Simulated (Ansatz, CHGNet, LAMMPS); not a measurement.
## How well does each level of theory give the elastic constant C11 of hcp Tl?

Reference value: 40.8 GPa (measured, 300 K, not corrected to a static lattice; as tabulated in Elastic Constants of Thallium Single Crystals in the Temperature Range 4.2-300 …).

**Question.** What do Lennard-Jones jacobson2022, CHGNet 0.3.0, LDA, PBE, r²SCAN give, and how far is each from the reference?

**Answer.** 
| level (code) | value (GPa) | cell (Å³/atom) | difference (%) |
|---|---|---|---|
| Lennard-Jones jacobson2022 (LAMMPS) | 152 | 28.05 | +273 |
| CHGNet 0.3.0 (CHGNet) | 21.9 | 31.55 | -46 |
| LDA (Ansatz) | 46.9 | 27.29 | +15.0 |
| PBE (Ansatz) | 29.2 | 31.43 | -28 |
| r²SCAN (Ansatz) | 33.4 | 30.14 | -18.1 |

Leaving aside Lennard-Jones jacobson2022, which can be fitted to such values or carry a doubt: The reference is not for a static lattice or low temperature, so close values are not ranked against it. Off by more than 25 % (a bound picked here): CHGNet 0.3.0 (-46 %), PBE (-28 %).

The reference has no zero-point or thermal correction, while the calculations are for a static lattice, so the differences are not the levels' errors alone. A static lattice is as a rule stiffer than a warm one, by over a tenth in soft solids.  Density-functional levels without +SOC have no spin–orbit coupling. Each level is taken at its own relaxed cell. Cutoffs differ between the levels. Ansatz's density-functional and Hartree–Fock values are scalar-relativistic unless marked +SOC, with PAW data made under PBE.

Empirical potentials (Lennard-Jones jacobson2022) are fitted to chosen data, which need not cover the solid at hand: agreement can be built in, and what lay outside the fit can be far off. Machine-learned potentials (CHGNet 0.3.0) are trained on DFT data, which may include these solids.

Differences are worked out from the printed values.

Ansatz is a first-principles code.
